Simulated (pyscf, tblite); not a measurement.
BH₃ + HCl → H₂B–Cl + H₂: energy along the mass-weighted descent from the GFN2-xTB saddle (tblite), relative to the relaxed reactant side, a complex of the molecules.

(s (amu^1/2 bohr), E (kcal/mol)): (-6.04, 0.0); (-5.95, 0.1); (-5.87, 0.1); (-5.72, 0.2); (-5.51, 0.3); (-5.18, 0.7); (-4.20, 1.8); (-2.88, 4.3); (-1.56, 8.3); (-0.240, 15.9); (0.495, 15.8); (1.10, 15.0); (2.41, 13.4); (3.73, 10.0); (5.05, 4.8); (6.37, 0.6); (7.35, -1.5); (7.68, -2.4); (8.00, -2.8); (8.22, -3.1); (8.39, -3.3)

Q: The GFN2-xTB barrier from the reactant side is 16.3 kcal/mol. What does ωB97X-D3(BJ) (PySCF) give from its own reactant-side minimum, in def2-SVP and in def2-TZVP?

A: 9.5 kcal/mol in the double-zeta basis after reoptimising the saddle, and 10.4 kcal/mol in the triple-zeta single point, so the tight-binding barrier lies 5.9 kcal/mol over the latter. The imaginary mode goes from 665i to 800i cm⁻¹.
